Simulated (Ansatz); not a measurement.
Input file:

```yaml
crystal:
  periodic: [false, false, false]
  atoms:
    - {symbol: Al, position_ang: [0.000000, -0.005857, -1.198003]}
    - {symbol: Al, position_ang: [0.000000, -0.005857, 1.347097]}
    - {symbol: H, position_ang: [0.000000, 1.737850, -2.077601]}
    - {symbol: H, position_ang: [0.000000, -1.424257, -1.913503]}
basis:
  gaussian: {orbitals: 6-31G}
magnetization: {spin_polarized: false, initial_magnetization: 2}
correlation: {method: fci, electrons: outside_noble_gas}
```

```sh
$ ansatz run in.yaml --threads 1 --pin off --events-out ev --progress --plain --max-ram 2393MiB
```

Log:

```
613 factors; integrals over basis functions are off by at most 1.4e-7 eV
mean field evaluation 1: about -13192.4604 eV, gradient 7.0e0 eV
mean field evaluation 2: about -13192.4671 eV, gradient 7.0e0 eV
mean field evaluation 4: about -13193.4010 eV, gradient 1.3e0 eV
mean field evaluation 8: about -13193.5510 eV, gradient 2.0e-1 eV
mean field evaluation 16: about -13193.0863 eV, gradient 4.2e-1 eV
mean field evaluation 32: about -13193.5501 eV, gradient 1.6e-1 eV
mean field -13193.55264551 eV, -484.8541168112 hartree, gradient 1.2e-6 eV, S^2 2.000000; 6 other end points of the search recorded, 0 dependent functions left out
mean field evaluation 64: about -13193.5960 eV, gradient 1.7e-4 eV
determinant -13193.55264551 eV, -484.8541168112 hartree, with singles and doubles -13195.88694764 eV, -484.9399008324 hartree
determinant -13193.07984724 eV, -484.8367417955 hartree, with singles and doubles -13195.19527287 eV, -484.9144822533 hartree
10 core orbitals not correlated: weight in the atoms' cores, before any rotation towards them, 1.000 or more for the frozen orbitals, at most 0.000 for the correlated occupied ones
reference -13193.55264551 eV, -484.8541168112 hartree; 5, 3 occupied and 15, 17 virtual orbitals, 613 factors
state -13195.98129006 eV, -484.9433678525 hartree
Total energy: -13195.98129006 eV, -484.9433678525 hartree
```

Natural occupations: 1.9626 1.9367 1.9145 0.9979 0.9775 0.0647 0.0385 0.0364 0.0228 0.0200 0.0064 0.0052 0.0044 0.0043 0.0036 0.0012 0.0010 0.0010 0.0010 0.0004.

Ran on 1 thread of Intel Xeon 6975P-C, shared host: 56 s wall, 1.1 GiB peak host memory.
